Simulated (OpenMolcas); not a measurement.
A ladder of methods for AlO (oxoaluminum)

AlO has 2 atoms, charge 0, and is taken as a doublet. SMILES: `[O]=[Al]`. Geometry: relaxed at PBE0-D4/def2-TZVP.

```xyz
2

O     0.0000    0.0000   -0.0249
Al    0.0000    0.0000    1.5950
```

Quantity: the energy change with the O1–Al2 bond stretched from 1.620 to 2.748 Å, in eV. The values are calculated.

```
                level                   kind     program  value (eV)  less FCI/STO-3G
          ROHF/STO-3G           Hartree–Fock  OpenMolcas        4.08            +0.05
        USVWN5/STO-3G                    LDA  OpenMolcas        4.81            +0.78
      U-r2SCAN/STO-3G               meta-GGA  OpenMolcas        4.26            +0.23
       UM06-2X/STO-3G        hybrid meta-GGA  OpenMolcas        4.08            +0.05
   CASPT2(3,3)/STO-3G         multireference  OpenMolcas        3.36            -0.67
   CASSCF(3,3)/STO-3G         multireference  OpenMolcas        2.97            -1.06
SC-NEVPT2(3,3)/STO-3G         multireference  OpenMolcas        3.30            -0.73
     ROCCSD(T)/STO-3G  coupled cluster or CI  OpenMolcas        3.98            -0.05
           FCI/STO-3G     exact in the basis  OpenMolcas        4.03             0.00
```

FCI/STO-3G is exact within its basis and frozen core, so for wave-function methods in that basis the difference is their error; functionals converge differently with the basis, so for them it is only a difference. The first shape isn't each level's own minimum. The values span 2.97 to 4.81 eV. Spin contamination of the reference (⟨S²⟩ at least 0.1 too high) touches USVWN5/STO-3G, U-r2SCAN/STO-3G, UM06-2X/STO-3G. All rows use very small basis sets, so even the best lies far from the true value.
